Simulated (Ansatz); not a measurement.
Job for Ansatz (a first-principles code): R-r2SCAN/def2-TZVPPD on NH3 (SMILES N) with ghost functions. Files ending in .json are basis or fitting sets from the Basis Set Exchange.

Ansatz 0.2 input:
```yaml
crystal:
  periodic: [false, false, false]
  atoms:
    - {symbol: N, position_ang: [0.18039300, -2.94912310, 0.00000000]}
    - {symbol: H, position_ang: [0.75954950, -3.14594770, -0.80607290]}
    - {symbol: H, position_ang: [0.75954950, -3.14594770, 0.80607290]}
    - {symbol: H, position_ang: [0.04441670, -1.94493990, 0.00000000]}
basis:
  gaussian:
    orbitals: def2-TZVPPD.json
    ghost_atoms:
      - {symbol: C, position_ang: [-0.73928100, 0.51587850, -1.20710790]}
      - {symbol: C, position_ang: [-1.42614420, 0.39654550, 0.00000000]}
      - {symbol: C, position_ang: [-0.73928100, 0.51587850, 1.20710790]}
      - {symbol: C, position_ang: [0.63422690, 0.75463980, 1.20707350]}
      - {symbol: C, position_ang: [1.32104340, 0.87375660, 0.00000000]}
      - {symbol: C, position_ang: [0.63422690, 0.75463980, -1.20707350]}
      - {symbol: H, position_ang: [-1.27194950, 0.42063160, -2.14328940]}
      - {symbol: H, position_ang: [-2.49022050, 0.20523810, 0.00000000]}
      - {symbol: H, position_ang: [-1.27194950, 0.42063160, 2.14328940]}
      - {symbol: H, position_ang: [1.16680050, 0.84748850, 2.14369500]}
      - {symbol: H, position_ang: [2.38635850, 1.05963120, 0.00000000]}
      - {symbol: H, position_ang: [1.16680050, 0.84748850, -2.14369500]}
hamiltonian:
  xc: {name: r2SCAN}
scf: {lower_state_search: off}
```

The log:

```
WARN ansatz: RAYON_NUM_THREADS=6 ignored (pool sized by the plan → 6); use --threads N
Functional definition: r2SCAN
these checks for a lower state are left out or cut short: stability, starts, cluster_reference, orbital_swaps, neighbouring_geometries, increment
integrals: 0.48 GiB planned
1604 factors; their error is unknown
mean field: 3.62 GiB planned
mean field evaluation 1: about -1532.0188 eV, gradient 6.1e1 eV
mean field evaluation 2: about -1517.4240 eV, gradient 9.4e1 eV
mean field evaluation 4: about -1538.8045 eV, gradient 1.2e0 eV
mean field evaluation 8: about -1538.8026 eV, gradient 2.8e-1 eV
mean field evaluation 16: about -1538.8027 eV, gradient 3.9e-6 eV
mean field -1538.80270481 eV, -56.5499563639 hartree, gradient 3.9e-6 eV, S^2 0.000000; 0 other end points of the search recorded, 0 dependent functions left out
reference -1538.80271753 eV, -56.5499568314 hartree; 5, 5 occupied and 407, 407 virtual orbitals, 1604 factors
Total energy: -1538.80271753 eV, -56.5499568314 hartree
Checks for a lower state left out: stability, starts, cluster_reference, orbital_swaps, neighbouring_geometries, increment
```

The calculation finished and met its thresholds.

Cost: roughly 11 core-seconds.
